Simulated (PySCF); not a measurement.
# Calculated NMR parameters of i-BuOMe

```yaml
Formula: C5H12O
SMILES: COCC(C)C
InChI: InChI=1S/C5H12O/c1-5(2)4-6-3/h5H,4H2,1-3H3
Point_group_of_the_computed_structure: C1
Degrees_of_unsaturation: 0
Carbon_signals: 4
Proton_signals: 4
```

Mapped SMILES: `[CH3:1][O:2][CH2:3][CH:4]([CH3:5])[CH3:6]` (H(Xn): hydrogen on atom n).

[PySCF: shielding tensors at PBE0/pcSseg-1 (GIAO); GFN2-xTB geometry; non-relativistic Hamiltonian; a single conformation; in vacuum; rapidly exchanging positions averaged]

Referencing at the same level of theory: $^{1}$H (σref 31.72), $^{13}$C (σref 186.93) vs TMS; H2O for $^{17}$O (σref 336.08).

| carbon | δC, type | δH (multiplicity) | HMBC from (2–3 bonds) | span of the C tensor (ppm) |
| --- | --- | --- | --- | --- |
| C1 | 61.5, CH3 | 3.54 (s) | H(C3) | 89 |
| C3 | 84.6, CH2 | 3.08 (d) | H(C1), H(C4), H(C5)/H(C6) | 79 |
| C4 | 33.5, CH | 1.73 (m) | H(C3), H(C5)/H(C6) | 17 |
| C5/C6 | 21.3, CH3 | 0.93 (d) | H(C3), H(C4), H(C5)/H(C6) | 39 |

Other nuclei:
```csv
atoms,nucleus,environment,δ (ppm),σ (ppm)
O2,$^{17}$O,ether oxygen,28.5,307.6
```

Carbon types of the structure: 1 × CH, 1 × CH2, 3 × CH3, which accounts for all hydrogens. δC 84.6: sp3 CH2 bonded to O; deshielded by the electronegative neighbour. δC 61.5: methyl carbon bonded to O; pulled downfield by the heteroatom. δC 33.5: sp3 CH; saturated and bonded to C and H only. δH 3.54: hydrogen on a methyl carbon bonded to O; its carbon carries O, an electronegative neighbour. δH 3.08: hydrogen on an sp3 CH2 bonded to O; its carbon carries O, an electronegative neighbour.

Shifts are as computed. Against solution values, carbons near 30 ppm lie about +3 ppm off and those near 130 ppm about +5 ppm. Of 1211 compounds with measured shifts, 218 miss one by over three times the rms of a fit or turn the order of signals round; such compounds aren't used in these exercises. Experimental scales use liquid or dissolved standards, which lie at an offset from isolated H2O (liquid H2O: subtract about 36 ppm). Multiplicities follow the n + 1 count of equivalent neighbours, as no J values were calculated; m marks all less simple cases, F and P coupling included.
